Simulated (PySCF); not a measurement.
# NaH⁺: the SCF solver's settings

Aim: find out which solver settings change the answer for NaH⁺.

Program: PySCF 2.14.0. Level of theory: method and basis as typed in the scripts. These are calculated values, not measurements.

1 further run of the same task is left out (it didn't finish).

### Step 1. The system as given

NaH⁺: 2 atoms, charge 1, spin multiplicity 2.

Bond lengths: Na1–H2 2.095 Å.

### Step 2. The run that the others are compared with

Input file input.py:

```python
from pyscf import gto, scf, cc

mol = gto.M(
    atom='Na 0 0 0; H 0 0 2.095',
    basis='pcseg-1',
    charge=1,
    spin=1,
    verbose=3,
)
mf = scf.UHF(mol)
mf = mf.density_fit(auxbasis='def2-universal-jkfit')
mf.kernel()
mycc = cc.CCSD(mf, frozen=1)
mycc.kernel()
e = mycc.eaccsd(nroots=5)[0]
print('roots (eV) =', (e*27.211386).round(3))
mf.dip_moment()
print('orbital energies (hartree):', [e[max(0, n-3):n+3].round(4) for e, n in zip(mf.mo_energy, mol.nelec)])
```

On the command line:

```sh
OMP_NUM_THREADS=1 python input.py
```

Its log is not repeated here.

In short: E(SCF) = -162.145949 Eh, E(CCSD) − E(SCF) = -0.00117 Eh, ⟨S²⟩ = 0.750, attachment roots -6.603, -4.431, -4.425, -3.616, -2.161 eV.

The bond length is a typed value, not an optimised one. Positive EA roots mean that the added electron is unbound. The dipole of an ion depends on the origin.

### Step 3. Smearing width 0.05 hartree

Variant 1 changes smearing width: none → 0.05 hartree; step after the SCF: eomea → none.

Input file input.py:

```python
from pyscf import gto, scf

mol = gto.M(
    atom='Na 0 0 0; H 0 0 2.095',
    basis='pcseg-1',
    charge=1,
    spin=1,
    verbose=3,
)
mf = scf.UHF(mol)
mf = mf.density_fit(auxbasis='def2-universal-jkfit')
mf = scf.addons.smearing_(mf, sigma=0.05, method='fermi')
mf.kernel()
mf.dip_moment()
print('orbital energies (hartree):', [e[max(0, n-3):n+3].round(4) for e, n in zip(mf.mo_energy, mol.nelec)])
```

On the command line:

```sh
OMP_NUM_THREADS=1 python input.py
```

### Step 4. Initial guess atom

Variant 2 changes initial guess: minao → atom.

input.py, as its differences from that of step 2:

```diff
@@ -11,2 +11,3 @@
 mf = mf.density_fit(auxbasis='def2-universal-jkfit')
+mf.init_guess = 'atom'
 mf.kernel()
```

### Step 5. DIIS space 20

Variant 3 changes DIIS space: default → 20.

input.py, as its differences from that of step 2:

```diff
@@ -11,2 +11,3 @@
 mf = mf.density_fit(auxbasis='def2-universal-jkfit')
+mf.diis_space = 20
 mf.kernel()
```

### Step 6. Second-order solver on

Variant 4 changes second-order solver: off → on.

input.py, as its differences from that of step 2:

```diff
@@ -11,2 +11,3 @@
 mf = mf.density_fit(auxbasis='def2-universal-jkfit')
+mf = mf.newton()
 mf.kernel()
```

Q: Predict the outcome of this session. Wanted: for each run, E(SCF); from base; gap, α spin; after the SCF.

The runs gave:

| run | E(SCF) (hartree) | from base (eV) | gap, α spin (eV) | after the SCF |
| --- | --- | --- | --- | --- |
| base | -162.145949 | 0 | 15.88 | CCSD correlation -0.032 eV, core frozen, first root -6.60 eV |
| smearing width 0.05 hartree | -161.999616 | not comparable | n/a | n/a |
| initial guess atom | -162.145949 | 0.0000 | 15.88 | CCSD correlation -0.032 eV, core frozen, first root -6.60 eV |
| DIIS space 20 | -162.145949 | 0.0000 | 15.88 | CCSD correlation -0.032 eV, core frozen, first root -6.60 eV |
| second-order solver on | -162.145949 | 0.0000 | 15.88 | CCSD correlation -0.032 eV, core frozen, first root -6.60 eV |

**Reading.** No change of the SCF energy comes from initial guess atom or DIIS space 20 or second-order solver on.
